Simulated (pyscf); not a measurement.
F–N(F)–F + silane (SiH₄) → F–SiH₃ + F–NH–F, a four-centre exchange (singlet surface; F–N, H–Si broken, F–Si, H–N formed). Structures and frequencies: ωB97X-D3(BJ)/def2-SVP in PySCF. Energies in kcal/mol from the separated reactants.

Small-basis levels: PySCF, no dispersion term, spherical d functions. AM1 to PM7: differences of heats of formation from MOPAC. Cost: rough CPU time at the saddle relative to B3LYP/6-31G*, from one job on a shared machine.

```json
[
 {"level": "HF/STO-3G", "barrier": "156.5", "reaction energy": "-18.9", "cost": "0.03"},
 {"level": "HF/6-31G*", "barrier": "99.4", "reaction energy": "-79.4", "cost": "0.09"},
 {"level": "SVWN5/6-31G*", "barrier": "26.4", "reaction energy": "-56.4", "cost": "1"},
 {"level": "PBE/6-31G*", "barrier": "32.2", "reaction energy": "-58.8", "cost": "2"},
 {"level": "B3LYP/STO-3G", "barrier": "73.6", "reaction energy": "-12.6", "cost": "0.5"},
 {"level": "B3LYP/6-31G*", "barrier": "47.2", "reaction energy": "-67.1", "cost": "1"},
 {"level": "PBE/def2-SVP", "barrier": "32.1", "reaction energy": "-61.4", "cost": "3"},
 {"level": "PM6", "barrier": "71.3", "reaction energy": "-75.9", "cost": "under 0.02"},
 {"level": "PM7", "barrier": "65.8", "reaction energy": "-81.8", "cost": "under 0.02"},
 {"level": "ωB97M-D3(BJ)/def2-TZVP", "barrier": "60.9", "reaction energy": "-75.4", "cost": "–"}
]
```

Against the last row the barrier runs from -34.5 (SVWN5/6-31G*) to +95.6 kcal/mol (HF/STO-3G). ωB97M-D3(BJ)/def2-TZVP has limits of its own. One saddle was located; it need not be the lowest between these sides. A restricted solution here is unstable towards spin polarisation, so biradical character is likely and single-reference numbers are less safe.
